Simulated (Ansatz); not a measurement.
We consider white tin (β-Sn), described by r²SCAN (PAW; Ansatz, a quantum-chemistry and plane-wave program).

Run with plane-wave cutoff 500 eV, 26×26×26 k mesh, Fermi–Dirac smearing 0.1 eV, scalar-relativistic PAW data made under PBE.

Computed at the level's own relaxed cell.

Question: Give the computed equilibrium volume per atom, equilibrium lattice constant a and c axis length.

Answer: 
equilibrium volume per atom: 27.60 Å³/atom
equilibrium lattice constant a: 5.885 Å
c axis length: 3.188 Å

Measured, for comparison: lattice constant a 5.831 Å, lattice parameter c 3.181 Å (293 K, not corrected to a static lattice; as tabulated in Wikipedia's data pages). Computed (rounded) less measured: lattice constant a +0.9 %, lattice parameter c +0.2 %.

Spin–orbit coupling is not included.

Cost on a shared machine: roughly 14 core-minutes.
